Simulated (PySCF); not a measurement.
Static response to an electric field

Species: C3H4F2.
Structure used (GFN2-xTB), in Å, numbered top down from 1:
```xyz
9
C3H4F2 angstrom
C      1.3739    0.1671    0.2283
C      0.0901    0.3659    0.4537
C     -1.0054   -0.3148   -0.3120
F     -1.8925    0.5976   -0.7919
F     -0.5420   -0.9957   -1.3857
H      1.7130   -0.5101   -0.5376
H      2.1303    0.6733    0.8016
H     -0.2750    1.0474    1.2078
H     -1.5788   -1.0249    0.3105
```

Level: CAM-B3LYP/def2-SVPD (PySCF), static field, nuclei fixed, core orbitals frozen in the response. The polarisability tensor in these axes (au):

```
x   49.72 -0.60  0.56
y   -0.60 33.77  2.54
z    0.56  2.54 34.68
```

Question: Diagonalise the tensor; give its mean and Δα, where Δα² is half the sum of the squared differences of the eigenvalues.

Answer: Principal values 31.61, 36.81 and 49.76 au; mean 39.39 au = 5.84 Å³ = 6.49 × 10⁻⁴⁰ C²·m²/J; Δα = 16.19 au (41 % of the mean).

Question: What is the dipole moment, and where does it point?

Answer: (1.06, -0.20, 2.06) D, 2.33 D in size, pointing from the negative to the positive side. Measured along this direction, the outermost atoms are F4 at the negative end and H7 at the positive end.

Question: Estimate the molar refractivity from the static electronic polarisability.

Answer: Lorentz–Lorenz: R = (4π/3)N_A α = 2.5225 cm³/(mol·Å³) × 5.84 Å³ = 14.7 cm³/mol, in the limit of long wavelengths.

Question: Sum over states: ᾱ = Σ f/ω², ω in Eh. What share falls to these 8 lowest TDDFT singlets (eV, f)? 7.67, 0.3456; 7.90, 0.0479; 8.08, 0.0638; 8.79, 0.0046; 9.03, 0.0032; 9.22, 0.0047; 9.65, 0.0261; 9.87, 0.0110.

Answer: They add up to 6.04 au, 15.3 % of the 39.39 au; the largest single term is 4.35 au, from the state at 7.67 eV. Terms in order: 4.35, 0.57, 0.72, 0.04, 0.03, 0.04, 0.21, 0.08 au. Higher excitations give the rest. The strengths listed sum to 0.507.

Question: Find the Langevin capture rate constant for O2+ (31.990 u) meeting this molecule (78.028 u), k = 2.342 × 10⁻⁹ cm³/s × √(α in Å³ / reduced mass in u).

Answer: The reduced mass is 22.69 u, so k = 1.19 × 10⁻⁹ cm³/s. The formula leaves out the permanent dipole, which adds to the capture rate.

Question: Give the principal axes and the span of the nuclei along them.

Answer: Largest value along (1.00, -0.03, 0.03), where the nuclei span 4.07 Å; middle along (0.00, 0.64, 0.77), 3.30 Å; least along (0.05, 0.77, -0.64), 1.94 Å. The response follows the extents in order.

Isolated species at its GFN2-xTB geometry (one conformer only).
